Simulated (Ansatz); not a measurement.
A displaced shape of singlet NF₃:

```yaml
atoms:
  - { symbol: N, position_ang: [-0.0047, 0.0139, 0.5150] }
  - { symbol: F, position_ang: [1.2402, -0.0272, -0.1564] }
  - { symbol: F, position_ang: [-0.5929, 1.0120, -0.0995] }
  - { symbol: F, position_ang: [-0.5885, -1.0924, -0.0959] }
```

It was optimised with HF/def2-SVP in Ansatz (development build ahead of 0.2.0) to forces under 0.001 eV/Å, with restricted orbitals. Each step stands on the lowest determinant of that kind that the program's search found.

Question: What shape does it relax to, and how does the optimisation go?

Answer:

```xyz
4

N     0.0239   -0.0194    0.4589
F     1.1984   -0.0193   -0.1282
F    -0.5891    1.0019   -0.0937
F    -0.5792   -1.0569   -0.0739
```

Bond lengths: N1–F2 1.313 Å, N1–F3 1.313 Å, N1–F4 1.313 Å. Angles: F2–N1–F3 103.3°, F2–N1–F4 103.3°, F3–N1–F4 103.3°.

```tsv
step	E − E(start) (eV)	largest force (eV/Å)
1	0.0000	4.3623
2	-0.2823	1.9275
3	-0.3607	0.5191
4	-0.3651	0.0434
5	-0.3651	0.0070
6	-0.3651	0.0009
```

The optimisation ended after 6 steps with its threshold met.
